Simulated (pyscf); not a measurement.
A first-order saddle from PySCF, ωB97X-D3(BJ)/def2-SVP:

```xyz
8

C      0.2514     0.4883    -0.9318
O     -0.7992    -0.0169    -0.1394
Al    -0.9658    -0.9859     1.5313
H      0.6141     1.4577    -0.5495
H     -0.0856     0.6223    -1.9722
H      1.0923    -0.2268    -0.9211
H     -1.5664     0.5692     0.4926
H     -2.1575     0.4963     1.4373
```

Surface: singlet, charge 0. Lowest wavenumbers (cm⁻¹): 1325i, 89, 126, 225, 510.

Task: Name the species on either side of this saddle.

Result: H₃C–O–Al (SMILES C[O][Al]) [singlet] + H₂ (SMILES [H][H]) <-> H₃C–OH (SMILES CO) + AlH (SMILES [AlH]) [singlet], a concerted two-bond exchange read from left to right: Al–O, H–H broken and H–O, Al–H formed. At ωB97M-D3(BJ)/def2-TZVP it lies +163.4 kJ/mol from the left side and -23.2 kJ/mol from the right (each side as separated species at their lowest minima found). On the product side the descent ends in an adduct with a Al–O contact, 66.2 kJ/mol under the separated species and 39.5 kJ/mol under the saddle at ωB97X-D3(BJ)/def2-TZVP. At ωB97M-D3(BJ) the saddle lies under the separated products, which points to a path from their complex (located at ωB97X-D3(BJ) alone), and parting the products costs more than the saddle. What is counted as broken (Al–O) persists as a longer contact in the product adduct; parting that adduct is a step of its own. At the saddle there is also a short Al–H contact that neither side keeps. This saddle turned up in a search for another step; its sides and bond changes are read from the two ends of the descent. This is the saddle that the search found; another between the same sides may lie lower.
